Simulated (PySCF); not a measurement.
Work out the structure from these simulated measurements.

Formula: C4H7N.

* Couplings: largest of the computed one-bond spin–spin couplings (means over like bonds): 13C–1H +190.2, 13C–1H +169.6, 13C–1H +165.6, 13C–1H +163.8, 13C–1H +161.3, 13C–1H +137.5 (×2), 13C–13C +77.7, 13C–13C +49.5 Hz [B3LYP/pcJ-1, spin–dipole term left out]
* NMR, other nuclei: isotropic shieldings of nuclei other than C and H, by class: -147 (1 N) ppm [GIAO PBE0/pcSseg-1]
* 13C NMR: chemical shifts (computed TMS as zero) by class: 156.6 (1 C), 146.9 (1 C), 120.9 (1 C), 73.9 (1 C) ppm [GIAO PBE0/pcSseg-1]
* XPS: C1s 290.3, C1s 290.6, C1s 291.6, C1s 291.7, N1s 405.0 eV [ΔSCF SCAN, pcX-2 on the ionised atom, pcseg-1 elsewhere, spin-free X2C]
* UV, strongest line: among the 10 lowest singlet transitions: S6 at 7.62 eV (163 nm, f = 0.477) [TDDFT CAM-B3LYP/def2-SVPD]
* Dipole: 1.48 D [CAM-B3LYP/def2-SVPD]
* Polarisability: 58.8 au [CAM-B3LYP/def2-SVPD]
* Valence photoelectron: vertical ionisation energy: 9.80 eV [ΔSCF CAM-B3LYP/def2-SVPD]
* Rotational structure: rotational constants A, B, C: 16.614, 2.652, 2.569 GHz [PBE0-D3(BJ)/def2-SVP]
* Triplet: lowest triplet excitation (Tamm–Dancoff): 4.15 eV [TDA CAM-B3LYP/def2-SVPD]

Electronic properties: PySCF, gas phase, density fitting. Levels stand in brackets. One conformer (not necessarily the lowest) at the PBE0-D3(BJ)/def2-SVP geometry, without solvent, vibrations or thermal averaging. NMR classes are plain means over equivalent atoms (diastereotopic ones count apart unless rotation or inversion swaps them), as if these changed places fast.

**Question.** What is the compound? Reason from the data.

**Answer.** Numbering: `[CH2:1]=[CH:2][CH2:3][N:4]=[CH2:5]`. Its formula, C4H7N, gives 2 degrees of unsaturation: 0 rings and 2 π bonds in the structure found. 4 carbons fall into 4 classes; from least to most shielded: imine carbon [C5] (156.6 ppm), alkene CH carbon [C2] (146.9 ppm), terminal =CH2 carbon [C1] (120.9 ppm), sp3 carbon bound to nitrogen [C3] (73.9 ppm). The other shieldings belong to: -147 ppm, imine nitrogen [N4]. The couplings run between: +190.2 Hz, imine carbon [C5] and its hydrogen; +169.6 Hz, terminal =CH2 carbon [C1] and its hydrogen; +165.6 Hz, alkene CH carbon [C2] and its hydrogen; +163.8 Hz, terminal =CH2 carbon [C1] and its hydrogen; +161.3 Hz, imine carbon [C5] and its hydrogen; +137.5 Hz, sp3 carbon bound to nitrogen [C3] and its hydrogen (with 1 like pair); +77.7 Hz, terminal =CH2 carbon [C1] and alkene CH carbon [C2]; +49.5 Hz, alkene CH carbon [C2] and sp3 carbon bound to nitrogen [C3]. The core levels belong to: C1s 290.3 eV, terminal =CH2 carbon [C1]; C1s 290.6 eV, alkene CH carbon [C2]; C1s 291.6 eV, sp3 carbon bound to nitrogen [C3]; C1s 291.7 eV, imine carbon [C5]; N1s 405.0 eV, imine nitrogen [N4]. The hole state at 290.6 eV has ⟨S²⟩ = 0.83 against 0.75, so that value is less sure. The first electron is taken from the HOMO, whose largest Löwdin shares are 0.59 on the imine nitrogen, 0.14 on the imine carbon, 0.11 on the sp3 carbon bound to nitrogen and 0.06 on a hydrogen on a C=N carbon. The optimised geometry has point group C1 and is an asymmetric top. Structure: `C=CCN=C`. Computed isomers that give other values at the same levels: `CC#CCN` (core binding energies: C1s 289.9, C1s 290.1, C1s 291.5, C1s 292.1, N1s 405.0 eV); `C=C1C[C@@H]1N` (core binding energies: C1s 290.1, C1s 290.4, C1s 290.5, C1s 291.4, N1s 405.1 eV); `C#CCNC` (vertical ionisation energy: 9.00 eV). The assignments are read from this structure; whether some other isomer fits the data as well wasn't checked.

The values belong to the conformer `[CH2:1]=[CH:2][CH2:3][N:4]=[CH2:5]`: C1–C2–C3–N4 132°, C2–C3–N4–C5 -123°.
